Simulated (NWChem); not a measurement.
System: BF$_{3}$; SMILES B(F)(F)F

The following NWChem deck was run.

```
start job
memory heap 200 mb stack 900 mb global 1100 mb
geometry units angstroms noautosym nocenter noautoz
  B      0.000000     0.000000    -0.002313
  F     -0.349219    -1.276309     0.000351
  F     -0.930706     0.940587     0.000351
  F      1.279925     0.335722     0.000351
end
basis spherical
  B library def2-svp
  F library def2-svp
end
dft
  xc xpbe96 cpbe96
  iterations 150
  vectors input atomic output neutral.movecs
end
task dft energy
charge 1
dft
  odft
  mult 2
  vectors input atomic output cation.movecs
end
task dft energy
```

Geometry: optimised at PBE-D3(BJ)/def2-SVP.

Ions are spin-unrestricted doublets at the neutral geometry; other ion states weren't tried.

Task: What results follow from this input? (PBE/def2-SVP, vertical spin-unrestricted ions.) Quantities: vertical ionisation energy, ΔSCF (eV); −ε(HOMO) (eV).

Result: 
```yaml
vertical ionisation energy, ΔSCF (eV): 14.26
"−ε(HOMO) (eV)": 9.66
```
